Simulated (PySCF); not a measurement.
These 2 structures share the formula C5H8. Method: PBE0-D3(BJ)/def2-SVP geometry optimisation, gas phase (PySCF). One conformer each; no zero-point energy, no entropy. No frequencies were run at this level. Point groups hold within 0.08 Å.

Task: Order them by energy at this level, lowest first, and give relative energies in kJ/mol.
A. `[CH2:1]=[C:2]=[CH:3][CH2:4][CH3:5]` with C2–C3–C4–C5 -115°
B. `CC1=C[C@@H]1C`

Result: A (0.0), B (47.6).

As drawn, the lower has cumulated double bonds, which the higher lacks; the higher has a three-membered ring, which the lower lacks.

| SMILES | E (Eh) | E rel (kJ/mol) | dipole (D) | point group | A, B, C (MHz) |
| --- | --- | --- | --- | --- | --- |
| C=C=CCC | -194.90826 | 0.0 | 0.44 | C1 | 17221, 2297, 2244 |
| CC1=C[C@@H]1C | -194.89012 | 47.6 | 0.85 | C1 | 9782, 3707, 3013 |

Task: How do the relative energies change in single points at PBE0/pcSseg-1 (no added dispersion term) on the same geometries?

Result: 
```csv
SMILES,PBE0-D3(BJ)/def2-SVP (kJ/mol),PBE0/pcSseg-1 (kJ/mol),shift
C=C=CCC,0.0,0.0,0.0
CC1=C[C@@H]1C,47.6,55.2,+7.6
```

Each column counts from its own lowest isomer. The order is unchanged; the largest shift is 7.6 kJ/mol.
